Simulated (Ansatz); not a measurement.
Relaxation of AlClH2O (5 atoms, charge 0, multiplicity 1), to a largest force component of 0.02 eV/Å in at most 40 steps.

Method: Ansatz 0.2.0, RKS PBE/6-31G.

```xyz
5
Properties=species:S:1:pos:R:3:forces:R:3
Al 0.000 0.000 0.000 0.94 0.07 0.17
O 0.000 0.000 1.780 -0.98 -0.46 -0.29
H -0.909 -0.281 2.117 0.89 0.37 0.17
Cl 1.931 0.000 -1.115 -0.39 0.03 0.32
H -1.351 0.000 -0.780 -0.47 -0.02 -0.37
```

**Question.** Where does it end, and by what steps?

**Answer.** The run converged. Limits of this set-up: no polarisation functions. After 17 steps the energy has fallen by 0.277 eV; H3 moved furthest, 0.85 Å.

| step | energy less start (eV) | largest force component (eV/Å) | accepted |
| --- | --- | --- | --- |
| 0 | 0.0000 | 0.977 | yes |
| 1 | 0.0409 | 2.546 | no |
| 2 | -0.0927 | 0.720 | yes |
| 3 | -0.1455 | 0.525 | yes |
| 4 | -0.1691 | 0.730 | yes |
| 5 | -0.1854 | 0.044 | yes |
| 6 | -0.1862 | 0.086 | yes |
| 7 | -0.1865 | 0.097 | yes |
| 8 | -0.1877 | 0.033 | yes |
| 9 | -0.0816 | 3.531 | no |
| 10 | -0.1922 | 0.418 | yes |
| 11 | -0.2098 | 0.505 | yes |
| 12 | -0.2448 | 0.364 | yes |
| 13 | -0.1112 | 2.992 | no |
| 14 | -0.2667 | 0.326 | yes |
| 15 | -0.2760 | 0.052 | yes |
| 16 | -0.2768 | 0.112 | yes |
| 17 | -0.2772 | 0.005 | yes |

```xyz
5
Properties=species:S:1:pos:R:3
Al -0.187 -0.026 -0.097
O -0.583 -0.131 1.575
H -0.125 -0.183 2.430
Cl 1.928 0.021 -0.741
H -1.362 0.037 -1.165
```

The run took 27 s on 1 thread of Arm Neoverse V1, with other jobs on the host, peak memory 0.12 GiB.
